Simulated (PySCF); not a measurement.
```csv
atom,x (Å),y (Å),z (Å)
S,0.0000,0.0000,1.1521
S,0.0000,0.0000,-1.1521
```

Basis set: cc-pV(T+d)Z (spherical functions). Frozen core: 10 orbitals. Charge 0, multiplicity 1.

Starred EOM-CCSD(T)(a) on the restricted Hartree–Fock determinant with PySCF 2.14.0; the energies are vertical.

Problem. The solver was asked for the few lowest roots only. Give the ionization energies of singlet S₂ among them whose weight of singles is over 0.7.

Solution.

```json
{"root": "1", "energy (eV)": "9.30", "weight of singles": "0.95"}
{"root": "2", "energy (eV)": "10.97", "weight of singles": "0.91"}
{"root": "3", "energy (eV)": "11.72", "weight of singles": "0.96"}
```

Higher main lines weren't sought. Caution: the closed shell is not the ground state.
